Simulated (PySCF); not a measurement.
Compound: C₃H₂F (charge +1).
Z-matrix (Å and degrees, PBE0-D3(BJ)/def2-SVP geometry), rows numbered from 1:
```
F 
C   1  1.2510
C   2  1.3625  1  149.68
C   2  1.3624  1  149.65  3   179.90
H   3  1.0949  2  152.57  4   179.94
H   4  1.0949  2  152.60  3  -180.00
```

Computed, not measured: MP2 and CCSD/aug-cc-pVDZ in PySCF, restricted Hartree–Fock reference, 4 core orbitals frozen, non-relativistic, gas phase, PBE0-D3(BJ)/def2-SVP geometry.

E(HF) = -213.85794 Eh.

Question: How large is the problem?

Answer: 110 basis functions and 28 electrons; 4 orbitals frozen, which leaves o = 10 correlated occupied and v = 96 virtual orbitals. That is o·v = 960 singles and o·v(o·v + 1)/2 = 461280 distinct closed-shell doubles amplitudes before symmetry; the costliest CCSD step grows as o²v⁴ = 8.5 × 10^9.

Question: What are the MP2 and CCSD correlation energies?

Answer: MP2 -0.5520 Eh and CCSD -0.5735 Eh, which gives totals of -214.40997 and -214.43146 Eh. That is 0.780 eV for each correlated electron at CCSD (1506 kJ/mol in all, 0.267 % of the total energy); MP2 gives 96.3 % of the CCSD value.

Question: What is the T1 diagnostic?

Answer: 0.0136, below the customary warning level of 0.02. It is the norm of the spatial-orbital singles amplitudes over the root of the number of correlated electrons, so the norm is 0.061.

Connected triples and the basis-set limit are missing.
